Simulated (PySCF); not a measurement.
C2H7P: core ionisation energies

Species: dimethylphosphine, C2H7P.
Atom-mapped SMILES: `[CH3:1][PH:2][CH3:3]`

Level of theory: delta-SCF UKS SCAN, pcX-2 on the ionised atom, pcseg-1 elsewhere, spin-free X2C in PySCF. Each binding energy is the total energy of the core-ionised species, with the hole localised on one atom, minus that of the ground state; both are solved self-consistently, so orbital relaxation is included.

List the computed XPS lines with their assignment.

| atom(s) | environment | level | binding energy (eV) | 2p1/2 (eV) | count |
| --- | --- | --- | --- | --- | --- |
| C1/C3 | sp3 carbon bound to phosphorus | C 1s | 290.48 | – | 2 |
| P2 | phosphine phosphorus | P 2p3/2 | 136.19 | 137.09 | 1 |
| P2 | phosphine phosphorus | P 1s | 2149.77 | – | 1 |

Which photon energy gives electrons from P 1s of P2 a kinetic energy of 50 eV, and what is their de Broglie wavelength?

hν = 2149.77 + 50 = 2199.77 eV, recoil neglected; λ = 12.264 Å/√(E/eV) = 1.73 Å.

Atoms equivalent by their bonding share one computed value, that of the first of them. The 2p values aren't plain energy differences: one relaxed spin-free 2p hole is combined with a matrix within the shell (ground-state 2p orbital-energy differences and spin–orbit coupling). 2p3/2, the mean of its two sublevels, lies a third of the splitting below the shell's mean and 2p1/2 two thirds above it; the statistical areas are 2:1. 2p1/2 minus 2p3/2 (ligand field included): P 0.90 eV. Geometry: GFN2-xTB; no solvent, vibrations or thermal averaging.
